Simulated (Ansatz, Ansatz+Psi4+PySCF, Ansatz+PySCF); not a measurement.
```yaml
atoms:
  - { symbol: C, position_ang: [-1.2191, 0.0370, -0.0007] }
  - { symbol: O, position_ang: [1.2716, -0.0984, -0.0170] }
  - { symbol: H, position_ang: [-0.0175, -0.1304, -0.0018] }
  - { symbol: H, position_ang: [-1.5258, -0.2425, 1.0386] }
  - { symbol: H, position_ang: [-1.4149, 1.0384, -0.2531] }
  - { symbol: H, position_ang: [-1.5436, -0.6895, -0.7575] }
  - { symbol: H, position_ang: [1.4079, 0.8489, -0.0293] }
```

Basis set: cc-pVTZ (spherical functions). Left uncorrelated: 2 orbitals. Correlation on ROHF uses semicanonical orbitals with singles. Charge 0, multiplicity 2.

Computed with Ansatz (development build ahead of 0.2.0); each method stands on the lowest determinant of its kind that the runs found.

Give the atomization energy at this shape (free ground-state atoms in the same class of orbitals less the molecule, no zero-point energy) of doublet CH5O by ROHF-MP2, UHF-MP2.

```csv
method,atomization energy
ROHF-MP2,2109.3 kJ/mol
UHF-MP2,2106.6 kJ/mol
```
